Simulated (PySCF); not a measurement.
Ionisation energy of S by level of theory

S [Ne] 3s2 3p4 (3P) → S⁺ [Ne] 3s2 3p3 (4S), as a difference of total energies. Computed with PySCF 2.14 in x2c-SVPall (4s3p1d, 18 functions), with the spin-free X2C one-electron Hamiltonian (Gaussian nucleus). Correlated levels: valence: [Ne] frozen. The calculations carry no spin-orbit coupling.

```
           method  ionisation energy (eV)
              UHF                   9.173
             BP86                  10.509
             PBE0                  10.322
    MP2 (valence)                   9.549
SCS-MP2 (valence)                   9.589
   CCSD (valence)                   9.549
CCSD(T) (valence)                   9.553
```

Errors of the correlated levels include the incompleteness of this basis and the frozen core.

Problem. Which method comes closest to the reference value, and which is furthest?

Solution. The reference is 10.336 eV (measured; NIST levels, between the centres of gravity of the two terms). Closest: PBE0 (error -0.014 eV); furthest: UHF (error -1.163 eV).
